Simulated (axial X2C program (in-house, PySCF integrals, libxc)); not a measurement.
**Correcting the dissociation energy of CO⁺ for spin–orbit coupling**

A spin-free PBE0 curve (one-electron X2C) was computed with an axial X2C code built on PySCF integrals, basis O dyall-av3z [7s6p3d2f], C dyall-v3z [7s6p2d1f] (cores contracted in-house), for the state M_S = 1/2, Λ = 0 (beyond evenly filled blocks: σα). It gives D0 = 8.444 eV to O + C+, which in a spin-free picture are the weighted means of the ground terms.

Measured levels of the ground terms (NIST Handbook of Basic Atomic Spectroscopic Data), in cm⁻¹: O 3P: J = 2 at 0, J = 1 at 158.3, J = 0 at 227; C+ 2P: J = 1/2 at 0, J = 3/2 at 63.4.

The molecular state has Λ = 0, so it has no first-order lowering.

Q: How far does each ground level lie under the (2J+1)-weighted mean of its term?

A: O: (5 × 0 + 3 × 158.3 + 1 × 227)/9 = 78 cm⁻¹; C+: (2 × 0 + 4 × 63.4)/6 = 42 cm⁻¹.

Q: Correct D0.

A: D0 = 8.444 + (0 − 120)/8065.5 = 8.429 eV at PBE0 with these spin–orbit terms.

Second-order spin–orbit effects in the molecule, which grow quickly with Z, are left out. Occupations by symmetry block were frozen at the best pattern of an incomplete PBE0 search. De is counted from the lowest determinant-based energies of the atoms at the same level, without counterpoise correction.
